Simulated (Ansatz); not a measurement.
Structure relaxation of Ti2Re2Pb

Theory: Ansatz 0.2.0, DFT PBE, scalar-relativistic, plane waves, PAW. Cutoff 420 eV, Γ-centred k mesh, Gaussian smearing, no spin polarisation in the final step.

A relaxed cell is given with its space group left out.

```
Ti Re Pb
1.0
    -1.81201    1.81201    7.50562
     1.81201   -1.81201    7.50562
     1.81201    1.81201   -7.50562
Ti Re Pb
2 2 1
Direct
  0.61487 0.61487 0.00000
  0.38513 0.38513 0.00000
  0.25000 0.75000 0.50000
  0.75000 0.25000 0.50000
  0.00000 0.00000 0.00000
```

Formation energies are uncorrected and refer to the elements' standard structures at the same level.

Q: What space group does it have?

A: I4/mmm (No. 139). Conventional cell: a = 3.624 Å, c = 15.011 Å. Ti is coordinated by 4 Re at 2.72 Å and 4 Pb at 3.09 Å (next Ti at 3.45 Å); Re has 4 Re at 2.56 Å and 4 Ti at 2.72 Å; Pb is coordinated by 8 Ti at 3.09 Å (next Pb at 3.62 Å).

Q: What is its formation energy per atom?

A: 0.36 eV/atom.

Q: Is it a metal?

A: Yes, bands cross the Fermi level on the 14×14×14 mesh.

The final run used a 14×14×14 mesh on its 5-atom cell and 0.10 eV smearing. For metals, differences of a few meV/atom aren't resolved. Spin–orbit coupling is left out. The cell came from a trial start, so Ti2Re2Pb may not exist in this structure.

Cost: 3 runs of about 8.1 core-minutes in all, on Arm Neoverse V1 (shared hosts).